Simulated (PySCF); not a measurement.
Compound: C5H8N (doublet state).
Structure used (PBE0-D3(BJ)/def2-SVP), in Å, numbered top down from 1:
```
atom  x, y, z in Å
C1    -1.0177    1.1079    0.6228
C2    -0.3526    0.3060   -0.4427
C3    -0.8510   -1.1341   -0.4812
C4     1.1917    0.3617   -0.3097
C5     1.6796   -0.2438    0.9241
N6     2.0421   -0.7364    1.9067
H7    -1.3689    0.6291    1.5406
H8    -1.0204    2.1998    0.5781
H9    -0.5636    0.7802   -1.4189
H10   -0.3804   -1.7011   -1.2990
H11   -1.9403   -1.1642   -0.6283
H12   -0.6230   -1.6528    0.4638
H13    1.5396    1.4066   -0.3412
H14    1.6638   -0.1598   -1.1593
```

Computed, not measured: PBE0-D3(BJ)/def2-SVP geometry optimisation, gas phase in PySCF 2.14.0.

Masses are those of the commonest isotopes; rigid-rotor values at the optimised geometry. The values belong to one conformer with, in the numbering `[CH2:1][C@H:2]([CH3:3])[CH2:4][C:5]#[N:6]`, H–C1–C2–C3 30° and -160°, C1–C2–C4–C5 64°.

Task: What are A, B and C (cm⁻¹)?

Result: Ia = 91.91, Ib = 203.66, Ic = 219.59 u·Å²; 505379 MHz·u·Å²/I gives 5499, 2481 and 2301 MHz, that is A = 0.18342, B = 0.08277, C = 0.07677 cm⁻¹.

Task: Classify the top.

Result: An asymmetric top: κ = (2 × 2481 − 5499 − 2301)/(5499 − 2301) = -0.89.

Task: What does the inertial defect say?

Result: Not planar: Δ = Ic − Ia − Ib = -75.98 u·Å². For a rigid frame Δ = −2 Σ m c², so Σ m c² = 37.99 u·Å² lies off the ab plane: 12.15 from hydrogen and 25.84 from heavier atoms. The atom farthest from that plane is 1.81 Å away.

Task: Give the other two planar moments, Paa and Pbb, and the rms extents of the mass along the axes.

Result: Paa = Σ m a² = (Ib + Ic − Ia)/2 = 165.68 and Pbb = Σ m b² = (Ia + Ic − Ib)/2 = 53.92 u·Å². With the mass M = 82.07 u, the rms extents √(P/M) along a, b and c are 1.42, 0.81, 0.68 Å.

Task: List the rotational levels J(Ka,Kc) to J = 3 (MHz).

Result: Above 0(0,0):
J = 1: 1(0,1) 4783, 1(1,1) 7800, 1(1,0) 7980
J = 2: 2(0,2) 14341, 2(1,2) 17186, 2(1,1) 17726, 2(2,1) 26778, 2(2,0) 26786
J = 3: 3(0,3) 28658, 3(1,3) 31260, 3(1,2) 32340, 3(2,2) 41127, 3(2,1) 41166, 3(3,1) 56669, 3(3,0) 56669
The levels of one J sum to (2J + 1)J(J + 1)(A + B + C)/3.

Task: Which lines would a microwave search look for?

Result: The dipole components are |μa| = 3.09 D, |μb| = 0.20 D, |μc| = 2.21 D. The squared components, which scale the intensities, stand as 1.00 : 0.00 : 0.51 (a : b : c). Some lines, for components of 0.1 D or more:

```tsv
type	branch	J(Ka,Kc)	MHz	lower level (cm⁻¹)
b	Q	2(1,1) ← 2(0,2)	3385	0.478
b	Q	5(1,4) ← 5(0,5)	4668	2.384
a	R	1(0,1) ← 0(0,0)	4783	0.000
b	R	3(1,2) ← 2(2,1)	5561	0.893
c	R	1(1,0) ← 0(0,0)	7980	0.000
b	Q	4(2,2) ← 4(1,3)	8554	1.728
a	R	2(1,1) ← 1(1,0)	9746	0.266
b	Q	5(2,4) ← 5(1,5)	10701	2.450
b	R	3(0,3) ← 2(1,2)	11472	0.573
b	Q	3(3,0) ← 3(2,1)	15503	1.373
b	R	3(1,3) ← 2(0,2)	16919	0.478
a	R	4(1,4) ← 3(1,3)	18756	1.043
b	R	2(2,1) ← 1(1,0)	18798	0.266
a	R	4(2,2) ← 3(2,1)	19203	1.373
c	Q	5(4,2) ← 5(3,2)	21725	3.328
b	Q	4(4,0) ← 4(3,1)	21737	2.529
c	R	4(1,3) ← 3(0,3)	23157	0.956
c	R	3(2,1) ← 2(1,1)	23440	0.591
a	R	5(2,4) ← 4(2,3)	23897	2.010
c	R	3(2,2) ← 2(1,2)	23941	0.573
c	R	4(2,2) ← 3(1,2)	28029	1.079
c	R	4(2,3) ← 3(1,3)	28993	1.043
b	R	3(3,0) ← 2(2,1)	29891	0.893
b	R	5(2,3) ← 4(1,4)	34401	1.668
b	R	4(4,1) ← 3(3,0)	40885	1.890
```

For this open shell read J as N, the rotation without spin; fine and hyperfine splittings come on top. No frequency check. ⟨S²⟩ = 0.755 (exact for a doublet: 0.75). Constants of a rigid frame at the computed geometry: no zero-point averaging, no centrifugal distortion. A rigid rotor knows nothing of internal rotation, which can split or shift real lines. Quadrupole hyperfine structure (14N) is left out.

Time: 41 s wall. Hardware: one thread, x86-64 server, shared host. That covers the optimisation of the geometry.
